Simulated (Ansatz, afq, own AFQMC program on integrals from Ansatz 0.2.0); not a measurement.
Integrals from Ansatz 0.2.0, then the random walk in our own AFQMC program (afq).

```yaml
crystal:
  periodic: [false, false, false]
  atoms:
    - {symbol: Ge, position_ang: [0.000000, 0.014036, 0.310508]}
    - {symbol: C, position_ang: [0.000000, -0.136900, -1.670999]}
    - {symbol: H, position_ang: [0.000000, 0.619772, -2.465821]}
basis:
  gaussian: {orbitals: cc-pVDZ}
magnetization: {spin_polarized: false, initial_magnetization: 3}
correlation: {method: ccsd_t, electrons: outside_noble_gas, hamiltonian_folder: ham}
```

```sh
$ ansatz run in.yaml --threads 1 --pin off --events-out ev --progress --plain --max-ram 1382MiB
```

Options of the walk:

```
--method phaseless --trial hf --walkers 120 --populations 1 --least-time 40 --time-step 0.005 --steps-per-block 20 --equilibration-blocks 112 --max-blocks 600 --target-error 0.00108 --factor-cut 1e-05 --start spin_pure --seed 9993 --taylor-order 6
```

Times are imaginary, in 1/Eh. The walk had a cap of 671 s. Filled inner d shells are frozen with the cores.

afq prints:

```
orbitals 31  electrons 6 3  factors 234 of 506
reference energy -2113.64330733 Eh
CCSD correlation -0.17862922 Eh in 13 cycles, weight of the determinant in the CISD state 0.8852
energy of the start -2113.643334 Eh
 block  time / (1/Eh)  mean weight  energy / Eh
     1     0.100  1.0009  -2113.674169
     2     0.200  1.0023  -2113.696143
     3     0.300  1.0018  -2113.713261
     4     0.400  1.0013  -2113.729512
     5     0.500  1.0003  -2113.741810
     7     0.700  1.0000  -2113.752726
     9     0.900  1.0016  -2113.768057
    18     1.800  1.0009  -2113.814618
    52     5.200  1.0006  -2113.841857
    86     8.600  1.0015  -2113.828264
   120    12.000  0.9989  -2113.811889
   154    15.400  0.9993  -2113.815115
   188    18.800  1.0001  -2113.809173
   222    22.200  1.0012  -2113.819759
   256    25.600  0.9975  -2113.818075
   290    29.000  1.0001  -2113.809296
   324    32.400  1.0010  -2113.850422
   358    35.800  0.9979  -2113.826480
   392    39.200  1.0006  -2113.831255
   426    42.600  0.9988  -2113.805174
   460    46.000  0.9980  -2113.819206
   494    49.400  1.0017  -2113.896337
   528    52.800  1.0010  -2113.827254
   562    56.200  1.0015  -2113.843732
   596    59.600  0.9990  -2113.800071
   630    63.000  0.9997  -2113.804467
   664    66.400  0.9990  -2113.808914
   698    69.800  1.0000  -2113.857787
blocks merged  error / Eh  count
     1  0.000539  600
     2  0.000707  300
     4  0.000913  150
     8  0.001131  75
    16  0.001372  37
    32  0.001533  18
    64  0.001489  9
energy -2113.823031 +/- 0.001533 Eh
(rows thinned)
```

The run passed its tests (sampling time, drift between the halves within three errors, error under three times the target), which doesn't prove that it has relaxed.

Against this walk (error 41.7 meV) on the same determinant: CCSD(T) 104.5 meV lower, CCSDT(Q) 145.5 meV lower, a separate phaseless walk with a CISD trial and standard settings 129.7 ± 42.8 meV lower. The error is statistical and leaves out the bias of the constraint. CCSDT(Q) is the surest value here, so the walk's 146 meV above it is most likely the bias of the constraint with this trial, which can have either sign.

Cautions: constraint bias not in the error; error above the target (41.7 against 29.4 meV); no relativity below Rb; no spin-orbit coupling; inner d shell frozen; lower spins were not checked.

The walk took 3.3 min on 1 thread of Arm Neoverse V1, on a shared host. The log's last line is the phaseless energy.

CCSDT and higher add their correlation energy to the determinant of the CCSD(T) run, since their own runs factorise the integrals more tightly (a shift of under 2 meV). A walk keeps the symmetry of its determinant, which the program's search chose and which needn't be the lowest solution, so a lower state of the same spin and another symmetry isn't excluded.
